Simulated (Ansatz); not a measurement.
**doublet BO: levels of theory in one basis**

```xyz
2

B     0.0000    0.0000    0.0000
O     0.0000    0.0000    1.4000
```

Basis set: def2-SVP (spherical functions). Left uncorrelated: 2 orbitals. Correlation on ROHF uses semicanonical orbitals with singles. Charge 0, multiplicity 2.

Computed with Ansatz (development build ahead of 0.2.0); each method stands on the lowest determinant of its kind that the runs found.

```json
{"method": "ROHF", "E − E(ROHF) (eV)": "0.00", "<S²> of the determinant": "0.75"}
{"method": "UHF", "E − E(ROHF) (eV)": "-0.18", "<S²> of the determinant": "0.99"}
{"method": "UHF-MP2", "E − E(ROHF) (eV)": "-7.06", "<S²> of the determinant": "0.99"}
```

Q: What does ROHF-MP2 give on the same scale?

A: -7.31 eV.

Q: Is a single determinant a sound starting point here?

A: Only with care. Unrestricted orbitals gain 0.18 eV and <S²> is 0.99 against 0.75 for a pure state, a contamination that matters most for the unrestricted series.

Caution for UHF, UHF-MP2: the unrestricted determinant is spin contaminated. Caution for ROHF-MP2, UHF-MP2: bonds are stretched, where a single reference can fail; forces differ strongly between restricted and unrestricted references.
